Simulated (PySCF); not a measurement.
A GIAO shielding run with PySCF 2.14.0 with density-fitted response routines (density fitting, non-relativistic, gas phase) on SMILES CP(C)C, C3H9P:

```
$ OMP_NUM_THREADS=1 python probes_run.py task.json out

{"job": {"kind": "nmr", "xc": "PBE0", "basis": "6-31G", "pop": true}, "charge": 0, "multiplicity": 1}
C     -0.499588     1.517616     0.390643
P     -0.154472    -0.202891     0.977565
C      1.562850    -0.404516     0.319193
C     -1.083344    -1.149296    -0.312971
H     -0.274182     1.653188    -0.680411
H      0.102217     2.232150     0.972870
H     -1.559574     1.758766     0.563388
H      1.639699    -0.146381    -0.750318
H      1.888698    -1.446941     0.456943
H      2.252526     0.236376     0.889484
H     -0.823343    -0.834445    -1.337658
H     -0.869789    -2.223828    -0.206891
H     -2.164787    -1.009455    -0.162637
```

Hardware: 1 thread of an Arm Neoverse V2, shared host. The job also computes population analyses, field gradients.

Problem. How large is the calculation?

Solution. 42 electrons, 58 basis functions and 542 auxiliary functions.

Problem. How long does it take, and how much memory does it need?

Solution. 3.3 s of wall time, with 11 SCF cycles and 4 response iterations; peak memory 0.44 GiB. Times on a shared host scatter by some tens of per cent.

Problem. And these other runs on the same molecule and hardware: GIAO shielding at B97-2/pcSseg-2; GIAO shielding at BHandHLYP/pcSseg-2; GIAO shielding at CAM-B3LYP/pcSseg-2; GIAO shielding at LC-wPBE/pcSseg-2; GIAO shielding at PBE0/6-311+G(2d,p); GIAO shielding at PBE0/6-31G*?

Solution. B97-2/pcSseg-2: 277 functions, 21 s; BHandHLYP/pcSseg-2: 277 functions, 20 s; CAM-B3LYP/pcSseg-2: 277 functions, 31 s; LC-wPBE/pcSseg-2: 277 functions, 38 s; PBE0/6-311+G(2d,p): 170 functions, 10 s; PBE0/6-31G*: 78 functions, 4.1 s.
